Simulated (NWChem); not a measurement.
System: AlF3; SMILES [F][Al]([F])[F]

Excerpt of the output:

```
             Northwest Computational Chemistry Package (NWChem) 7.3.0
             --------------------------------------------------------

                             Geometry "geometry" -> ""
                             -------------------------

 Output coordinates in angstroms (scale by  1.889725989 to convert to a.u.)

  No.       Tag          Charge          X              Y              Z
 ---- ---------------- ---------- -------------- -------------- --------------
    1 Al                  13.0000     0.00000000     0.00000000     0.00000000
    2 F                    9.0000    -0.46302100    -1.57329900     0.00000000
    3 F                    9.0000    -1.13100600     1.18763800     0.00000000
    4 F                    9.0000     1.59402700     0.38566100     0.00000000

 Effective nuclear repulsion energy (a.u.)     158.5243509067

  xc_inp: hfexch multiplicative factor not found.

                                 NWChem DFT Module
                                 -----------------

 Summary of "ao basis" -> "ao basis" (spherical)
 ------------------------------------------------------------------------------
       Tag                 Description            Shells   Functions and Types
 ---------------- ------------------------------  ------  ---------------------
 Al                          6-31g*                  8       18   4s3p1d
 F                           6-31g*                  6       14   3s2p1d

            General Information
            -------------------
          SCF calculation type: DFT
          Wavefunction type:  closed shell.
          No. of atoms     :     4
          No. of electrons :    40
           Alpha electrons :    20
            Beta electrons :    20
          Charge           :     0
          Spin multiplicity:     1
          Use of symmetry is: off; symmetry adaption is: off
          Maximum number of iterations: 150
          AO basis - number of functions:    60
                     number of shells:    26
          Convergence on energy requested:  1.00D-06
          Convergence on density requested:  1.00D-05
          Convergence on gradient requested:  5.00D-04

              XC Information
              --------------
                     Hartree-Fock (Exact) Exchange  1.000

      Superposition of Atomic Density Guess
      -------------------------------------

 Sum of atomic energies:        -539.97564677

      Non-variational initial energy
      ------------------------------

 Total energy =    -540.083395
 1-e energy   =   -1069.450070
 2-e energy   =     370.842324
 HOMO         =      -0.658843
 LUMO         =      -0.082715

   convergence    iter        energy       DeltaE   RMS-Dens  Diis-err
 ---------------- ----- ----------------- --------- --------- ---------
 d= 0,ls=0.0,diis     1   -540.3554355289 -6.99D+02  1.11D-02  9.61D-01
 d= 0,ls=0.0,diis     2   -540.4169325232 -6.15D-02  3.67D-03  3.61D-01
 d= 0,ls=0.0,diis     3   -540.4439061718 -2.70D-02  4.88D-04  1.06D-03
 d= 0,ls=0.0,diis     4   -540.4441228936 -2.17D-04  1.18D-04  4.08D-05
 d= 0,ls=0.0,diis     5   -540.4441364266 -1.35D-05  4.24D-05  3.58D-06
  Resetting Diis
 d= 0,ls=0.0,diis     6   -540.4441377085 -1.28D-06  5.97D-06  9.68D-08
 d= 0,ls=0.0,diis     7   -540.4441377343 -2.58D-08  4.21D-07  1.10D-09

         Total DFT energy =     -540.444137734307
      One electron energy =    -1072.338397392409
           Coulomb energy =      422.075360546594
    Exchange-Corr. energy =      -48.705451795151
 Nuclear repulsion energy =      158.524350906659

 Numeric. integr. density =        0.000000000000

                       DFT Final Molecular Orbital Analysis
                       ------------------------------------

 Vector   18  Occ=2.000000D+00  E=-6.362032D-01
              MO Center=  7.9D-01,  4.5D-02,  6.5D-15, r^2= 2.4D+00
   Bfn.  Coefficient  Atom+Function         Bfn.  Coefficient  Atom+Function
  ----- ------------  ---------------      ----- ------------  ---------------
    51      0.518701  4 F  pz                55      0.396170  4 F  pz
    23     -0.300013  2 F  pz                27     -0.229142  2 F  pz
    37     -0.218691  3 F  pz                41     -0.167030  3 F  pz
    17     -0.064633  1 Al d  1

 Vector   19  Occ=2.000000D+00  E=-6.362031D-01
              MO Center= -7.9D-01, -4.5D-02, -2.0D-15, r^2= 2.4D+00
   Bfn.  Coefficient  Atom+Function         Bfn.  Coefficient  Atom+Function
  ----- ------------  ---------------      ----- ------------  ---------------
    37      0.472685  3 F  pz                23     -0.425733  2 F  pz
    41      0.361024  3 F  pz                27     -0.325164  2 F  pz
    15      0.064633  1 Al d -1              51     -0.046951  4 F  pz
    55     -0.035860  4 F  pz

 Vector   20  Occ=2.000000D+00  E=-6.207700D-01
              MO Center= -3.9D-06, -4.1D-07, -6.9D-17, r^2= 3.1D+00
   Bfn.  Coefficient  Atom+Function         Bfn.  Coefficient  Atom+Function
  ----- ------------  ---------------      ----- ------------  ---------------
    50      0.366444  4 F  py                21      0.361680  2 F  px
    54      0.282821  4 F  py                25      0.279144  2 F  px
    35     -0.273022  3 F  px                36     -0.260003  3 F  py
    39     -0.210718  3 F  px                40     -0.200670  3 F  py
    22     -0.106442  2 F  py                49     -0.088658  4 F  px

 Vector   21  Occ=0.000000D+00  E= 6.282645D-02
              MO Center= -5.8D-07, -2.7D-08,  4.5D-15, r^2= 4.6D+00
   Bfn.  Coefficient  Atom+Function         Bfn.  Coefficient  Atom+Function
  ----- ------------  ---------------      ----- ------------  ---------------
    10      1.276127  1 Al s                 24     -0.263784  2 F  s
    38     -0.263784  3 F  s                 52     -0.263784  4 F  s
     2     -0.200291  1 Al s                 16      0.133647  1 Al d  0
     6     -0.102779  1 Al s                 49      0.100984  4 F  px
    22     -0.099671  2 F  py                36      0.075239  3 F  py

 Vector   22  Occ=0.000000D+00  E= 8.900316D-02
              MO Center= -7.4D-08, -4.3D-09, -4.6D-15, r^2= 5.7D+00
   Bfn.  Coefficient  Atom+Function         Bfn.  Coefficient  Atom+Function
  ----- ------------  ---------------      ----- ------------  ---------------
    13      0.926445  1 Al pz                 9      0.186495  1 Al pz
    27     -0.162966  2 F  pz                41     -0.162966  3 F  pz
    55     -0.162966  4 F  pz                23     -0.131629  2 F  pz
    37     -0.131629  3 F  pz                51     -0.131629  4 F  pz
     5     -0.100230  1 Al pz

 Vector   23  Occ=0.000000D+00  E= 1.712168D-01
              MO Center= -1.8D-01, -1.1D-02,  3.3D-17, r^2= 7.6D+00
   Bfn.  Coefficient  Atom+Function         Bfn.  Coefficient  Atom+Function
  ----- ------------  ---------------      ----- ------------  ---------------
    11      1.213063  1 Al px                12      0.409771  1 Al py
    52     -0.330137  4 F  s                 24      0.190404  2 F  s
     7     -0.179979  1 Al px                38      0.139733  3 F  s
    25     -0.131321  2 F  px                39     -0.123110  3 F  px
    21     -0.096490  2 F  px                35     -0.080776  3 F  px

     Multipole analysis of the density
     ---------------------------------

     L   x y z        total         alpha         beta         nuclear
     -   - - -        -----         -----         ----         -------
     0   0 0 0     -0.000000    -20.000000    -20.000000     40.000000

     1   1 0 0      0.000000      0.000000      0.000000      0.000000
     1   0 1 0      0.000000      0.000000      0.000000      0.000000
     1   0 0 1      0.000000      0.000000      0.000000      0.000000

     2   2 0 0    -22.859697    -76.263174    -76.263174    129.666652
     2   1 1 0      0.000002      0.000020      0.000020     -0.000038
     2   1 0 1     -0.000000     -0.000000     -0.000000      0.000000
     2   0 2 0    -22.859703    -76.263227    -76.263227    129.666750
     2   0 1 1      0.000000      0.000000      0.000000      0.000000
     2   0 0 2    -14.841233     -7.420617     -7.420617      0.000000

                                 NWChem DFT Module
                                 -----------------

            General Information
            -------------------
          SCF calculation type: DFT
          Wavefunction type:  spin polarized.
          No. of atoms     :     4
          No. of electrons :    39
           Alpha electrons :    20
            Beta electrons :    19
          Charge           :     1
          Spin multiplicity:     2
          Use of symmetry is: off; symmetry adaption is: off
          Maximum number of iterations: 150
          AO basis - number of functions:    60
                     number of shells:    26
          Convergence on energy requested:  1.00D-06
          Convergence on density requested:  1.00D-05
          Convergence on gradient requested:  5.00D-04

              XC Information
              --------------
                     Hartree-Fock (Exact) Exchange  1.000

      Superposition of Atomic Density Guess
      -------------------------------------

 Sum of atomic energies:        -539.97564677

 Renormalizing density from      40.00 to     39

      Non-variational initial energy
      ------------------------------

 Total energy =    -531.657483
 1-e energy   =   -1042.713818
 2-e energy   =     352.531984
 HOMO         =      -1.031798
 LUMO         =      -0.397583

   convergence    iter        energy       DeltaE   RMS-Dens  Diis-err
 ---------------- ----- ----------------- --------- --------- ---------
 d= 0,ls=0.0,diis     1   -539.7360913639 -6.98D+02  5.25D-03  3.08D-01
                                                     6.53D-03  4.26D-01
 d= 0,ls=0.0,diis     2   -539.8338914356 -9.78D-02  2.35D-03  1.43D-01
                                                     1.97D-03  9.57D-02
 d= 0,ls=0.0,diis     3   -539.8708595943 -3.70D-02  4.36D-04  6.59D-04
                                                     7.59D-04  2.50D-03
 d= 0,ls=0.0,diis     4   -539.8728706347 -2.01D-03  2.99D-04  2.77D-04
                                                     3.92D-04  2.22D-04
 d= 0,ls=0.0,diis     5   -539.8732456248 -3.75D-04  8.38D-05  1.66D-05
                                                     9.18D-05  1.37D-05
  Resetting Diis
 d= 0,ls=0.0,diis     6   -539.8732662998 -2.07D-05  2.02D-05  8.43D-07
                                                     3.39D-05  1.92D-06
 d= 0,ls=0.0,diis     7   -539.8732682589 -1.96D-06  2.86D-06  4.46D-08
                                                     3.69D-06  8.39D-08
 d= 0,ls=0.0,diis     8   -539.8732683228 -6.40D-08  2.92D-06  1.51D-08
                                                     3.67D-06  2.14D-08

         Total DFT energy =     -539.873268322804
      One electron energy =    -1059.199017565599
           Coulomb energy =      408.912008736989
    Exchange-Corr. energy =      -48.110610400853
 Nuclear repulsion energy =      158.524350906659

 Numeric. integr. density =        0.000000000000

                    DFT Final Alpha Molecular Orbital Analysis
                    ------------------------------------------

 Vector   18  Occ=1.000000D+00  E=-9.964376D-01
              MO Center= -8.6D-04, -5.5D-04,  3.4D-17, r^2= 3.0D+00
   Bfn.  Coefficient  Atom+Function         Bfn.  Coefficient  Atom+Function
  ----- ------------  ---------------      ----- ------------  ---------------
    23      0.377985  2 F  pz                37      0.377846  3 F  pz
    51      0.377565  4 F  pz                27      0.253047  2 F  pz
    41      0.252953  3 F  pz                55      0.252761  4 F  pz
     9      0.121757  1 Al pz                 5     -0.061455  1 Al pz

 Vector   19  Occ=1.000000D+00  E=-9.833564D-01
              MO Center= -6.8D-01, -4.3D-01,  3.9D-16, r^2= 2.4D+00
   Bfn.  Coefficient  Atom+Function         Bfn.  Coefficient  Atom+Function
  ----- ------------  ---------------      ----- ------------  ---------------
    23      0.510735  2 F  pz                37     -0.422074  3 F  pz
    27      0.350108  2 F  pz                41     -0.289329  3 F  pz
    51     -0.088902  4 F  pz                55     -0.060941  4 F  pz
    15     -0.057644  1 Al d -1

 Vector   20  Occ=1.000000D+00  E=-9.833478D-01
              MO Center=  6.8D-01,  4.3D-01,  2.8D-16, r^2= 2.4D+00
   Bfn.  Coefficient  Atom+Function         Bfn.  Coefficient  Atom+Function
  ----- ------------  ---------------      ----- ------------  ---------------
    51      0.538706  4 F  pz                55      0.369280  4 F  pz
    37     -0.346050  3 F  pz                41     -0.237219  3 F  pz
    23     -0.192207  2 F  pz                27     -0.131760  2 F  pz
    17     -0.057646  1 Al d  1

 Vector   21  Occ=0.000000D+00  E=-1.799555D-01
              MO Center= -2.4D-05, -1.3D-05,  5.8D-16, r^2= 3.8D+00
   Bfn.  Coefficient  Atom+Function         Bfn.  Coefficient  Atom+Function
  ----- ------------  ---------------      ----- ------------  ---------------
    10      1.002235  1 Al s                 24     -0.254776  2 F  s
    38     -0.254774  3 F  s                 52     -0.254766  4 F  s
     6      0.247148  1 Al s                  2     -0.224558  1 Al s
    16      0.145451  1 Al d  0              49      0.121805  4 F  px
    22     -0.120221  2 F  py                53      0.097330  4 F  px

 Vector   22  Occ=0.000000D+00  E=-1.368611D-01
              MO Center= -1.8D-06, -1.0D-06, -9.8D-16, r^2= 4.4D+00
   Bfn.  Coefficient  Atom+Function         Bfn.  Coefficient  Atom+Function
  ----- ------------  ---------------      ----- ------------  ---------------
    13      0.695736  1 Al pz                 9      0.478020  1 Al pz
     5     -0.163328  1 Al pz                27     -0.148001  2 F  pz
    41     -0.148002  3 F  pz                55     -0.148004  4 F  pz
    23     -0.134281  2 F  pz                37     -0.134281  3 F  pz
    51     -0.134281  4 F  pz

 Vector   23  Occ=0.000000D+00  E=-4.098771D-02
              MO Center= -1.9D-01, -7.2D-02, -5.3D-17, r^2= 6.9D+00
   Bfn.  Coefficient  Atom+Function         Bfn.  Coefficient  Atom+Function
  ----- ------------  ---------------      ----- ------------  ---------------
    11      1.142324  1 Al px                52     -0.352318  4 F  s
    12      0.202275  1 Al py                38      0.195133  3 F  s
    24      0.157175  2 F  s                 25     -0.120235  2 F  px
    21     -0.111836  2 F  px                39     -0.093360  3 F  px
    36     -0.086230  3 F  py                48     -0.080894  4 F  s

                     DFT Final Beta Molecular Orbital Analysis
                     -----------------------------------------

 Vector   17  Occ=1.000000D+00  E=-9.577252D-01
              MO Center=  6.7D-01,  4.3D-01,  1.4D-15, r^2= 2.4D+00
   Bfn.  Coefficient  Atom+Function         Bfn.  Coefficient  Atom+Function
  ----- ------------  ---------------      ----- ------------  ---------------
    51      0.529627  4 F  pz                55      0.376038  4 F  pz
    37     -0.343107  3 F  pz                41     -0.243610  3 F  pz
    23     -0.186218  2 F  pz                27     -0.132218  2 F  pz
    17     -0.063878  1 Al d  1

 Vector   18  Occ=1.000000D+00  E=-7.618911D-01
              MO Center=  6.9D-01,  3.4D-01, -4.3D-17, r^2= 2.4D+00
   Bfn.  Coefficient  Atom+Function         Bfn.  Coefficient  Atom+Function
  ----- ------------  ---------------      ----- ------------  ---------------
    50      0.452197  4 F  py                54      0.365087  4 F  py
    36      0.225036  3 F  py                40      0.166532  3 F  py
    21     -0.165187  2 F  px                35      0.165692  3 F  px
    39      0.148769  3 F  px                25     -0.140453  2 F  px
     8      0.118225  1 Al py                22      0.106128  2 F  py

[...]
```

Level: Hartree-Fock/6-31G* (spherical d), vertical spin-unrestricted ions. Geometry: optimised at B3LYP/6-31G* (spherical d).

Question: Reconstruct the input file.

Answer: Several could match; the one computed here: the input that was run:
```
start job
memory heap 200 mb stack 900 mb global 1100 mb
geometry units angstroms noautosym nocenter noautoz
  Al     0.000000     0.000000     0.000000
  F     -0.463021    -1.573299     0.000000
  F     -1.131006     1.187638     0.000000
  F      1.594027     0.385661     0.000000
end
basis spherical
  * library 6-31g*
end
dft
  xc hfexch
  iterations 150
  vectors input atomic output neutral.movecs
end
task dft energy
charge 1
dft
  odft
  mult 2
  vectors input atomic output cation.movecs
end
task dft energy
```
